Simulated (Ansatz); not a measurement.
# Basis or method: vertical ionisation to the triplet of B₂H

B2H, quartet; coordinates (Å): B 0.000 0.000 0.114; B 0.000 0.000 -1.406; H 0.000 0.000 1.292. Quantity: vertical ionisation to the triplet.

Ansatz 0.2.0, basis 6-31G or cc-pVDZ; geometries are PBE0/def2-TZVP minima. Wave-function levels freeze the cores; HF, MP2 and coupled cluster are restricted for singlets and unrestricted otherwise, Kohn–Sham unrestricted where that lies lower. The reference is full CI, exact within the basis. Semilocal and hybrid functionals correlate all electrons outside any core potential and usually lie nearer their basis limit than the reference, so part of their error here is the reference's basis and frozen-core error; RPA and the MP2 part of double hybrids freeze the same cores as the reference. None of these values is a measured one. Energies are electronic, without zero-point terms. No spin–orbit coupling and no scalar relativity. The species are chosen: bound, without strong static correlation by their natural occupations or amplitudes, in their lowest spin state as far as vertical gaps and like structures tell, with only the lowest ion state computed, and with a ladder that closes on the reference, so errors are smaller than for species at large; levels whose determinant breaks symmetry or spin markedly are left out.

```
    level       6-31G (eV)     cc-pVDZ (eV)
reference  9.134 (full CI)  9.462 (full CI)
     CCSD            9.109            9.401
  CCSD(T)            9.128            9.451
 CCSDT(Q)            9.133            9.462
   CCSDTQ            9.134            9.462
      PBE            9.692            9.786
   r2SCAN            9.747            9.793
  RPA-PBE            9.074            9.499
```

From 6-31G to cc-pVDZ the reference moves by 0.328 eV and PBE by 0.094; the step from CCSD(T) to the reference is 0.006 in the first and 0.012 in the last.
